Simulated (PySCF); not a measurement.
# Basis-set dependence of OF at CCSD

PySCF, UHF reference; doublet, unpaired electrons π ↑; De to O + F without counterpoise correction. Frozen cores follow the default of each basis and core potential.

| basis | relativity | functions | Re (Å) | ωe (cm⁻¹) | De (eV) | frozen orbitals |
| --- | --- | --- | --- | --- | --- | --- |
| def2-SVP | no relativity | 28 | 1.351 | 1057 | 1.60 | 2 |
| aug-cc-pVDZ | no relativity | 46 | 1.367 | 1038 | 1.61 | 2 |
| x2c-TZVPPall | spin-free X2C | 62 | 1.347 | 1110 | 1.80 | 2 |

Question: How does each smaller set differ from the one with most functions, x2c-TZVPPall?

Answer: def2-SVP: +0.4 pm, -4.8 % in ωe, -0.20 eV in De; aug-cc-pVDZ: +2.0 pm, -6.5 % in ωe, -0.19 eV in De. All at CCSD; the set with most functions is neither the basis-set limit nor always the best. The rows treat relativity differently, so the differences are not basis effects alone.

Correlated steps freeze 2 core orbitals. Correlated levels converge slowly with the basis: in double zeta they bind strong bonds too weakly, by up to about 1 eV, and carry superposition errors of some tenths. The state is the lowest determinant that a PBE0 search found; another state may lie lower at other levels.
